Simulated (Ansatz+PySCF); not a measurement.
## doublet SiO(+): levels of theory in one basis

```yaml
atoms:
  - { symbol: Si, position_ang: [0.0000, 0.0000, -0.7865] }
  - { symbol: O, position_ang: [0.0000, 0.0000, 0.7865] }
```

Basis set: cc-pVTZ on O; cc-pV(T+d)Z on Si (spherical functions). Correlated methods keep 6 orbitals frozen. Correlation on ROHF uses semicanonical orbitals with singles. Charge 1, multiplicity 2.

Computed with Ansatz (development build ahead of 0.2.0); each method stands on the lowest determinant of its kind that the runs found.

| method | E − E(ROHF) (eV) | <S²> of the determinant |
| --- | --- | --- |
| ROHF | 0.00 | 0.75 |
| UHF | -0.12 | 0.76 |
| ROHF-MP2 | -6.87 | – |
| UHF-MP2 | -6.87 | 0.76 |

Is a single determinant a sound starting point here?

Only with care. Unrestricted orbitals gain 0.12 eV and <S²> is 0.76 against 0.75 for a pure state, but several determinants compete.

Caution for ROHF, ROHF-MP2: the determinant may break the point group. Caution for ROHF-MP2, UHF-MP2: forces differ strongly between restricted and unrestricted references; MP2 on this radical cation hangs on the determinant chosen. Caution for UHF-MP2: a plain start can end on a higher determinant.
